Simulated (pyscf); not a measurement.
HO–SiH(F)–F → F–Si:–F [singlet] + H₂O (1,1-elimination; singlet surface; O–Si, H–Si broken, H–O formed). Optimised with ωB97X-D3(BJ)/def2-SVP in PySCF. MP2 and CC: frozen core, UHF for open shells. ΔMP2 is the change of the MP2 total energy from the triple- to the quadruple-zeta basis. Energies in kcal/mol from the reactant's lowest minimum found.

| level | barrier | reaction energy |
|---|---|---|
| ωB97X-D3(BJ)/def2-TZVP | 85.5 | +65.9 |
| PBE/def2-TZVP | 71.5 | +58.3 |
| B3LYP-D3(BJ)/def2-TZVP | 81.0 | +61.8 |
| PBE0-D3(BJ)/def2-TZVP | 80.3 | +64.2 |
| MP2/def2-QZVPP | 85.9 | +66.2 |
| CCSD(T)/def2-TZVPP | 85.2 | +62.7 |
| CCSD(T)/def2-TZVPP + ΔMP2(QZVPP) | 84.9 | +62.7 |

Of the functionals in the table, ωB97X-D3(BJ) is closest to CCSD(T)/def2-TZVPP + ΔMP2(QZVPP) in the barrier (0.6 kcal/mol apart) and PBE least close (13.4 kcal/mol); that level has limits of its own. On the product side the descent ends in an adduct with a O–Si contact (not fully relaxed), 12.2 kcal/mol under the separated species and 31.8 kcal/mol under the saddle at ωB97X-D3(BJ)/def2-TZVP. What is counted as broken (O–Si) persists as a longer contact in the product adduct; parting that adduct is a step of its own. This is the saddle that the search found; another between the same sides may lie lower. The CCSD(T) − MP2 part came from Ansatz, without density fitting, on the same reference.
